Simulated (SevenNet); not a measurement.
# fcc Ir

Calculation: the machine-learned potential SevenNet-0 (trained on PBE and PBE+U data).

Cell: relaxed at this level.

| Item | Result |
|---|---|
| lattice constant a | 3.878 Å |
| volume per atom | 14.58 Å³/atom |

Measured, for comparison: lattice constant a 3.831 Å, equilibrium volume per atom 14.06 Å³/atom (static lattice: zero-point anharmonic expansion removed; as tabulated in Mejia-Rodriguez and Trickey (2018), arXiv:1807.09216). Computed (rounded) less measured: lattice constant a +1.2 %, equilibrium volume per atom +3.7 %.

A machine-learned potential is trained on density-functional data: it inherits that level's misses and adds fitting errors of its own.

Note: the model gives imaginary modes for this phase (in the spectrum interpolated from a supercell).
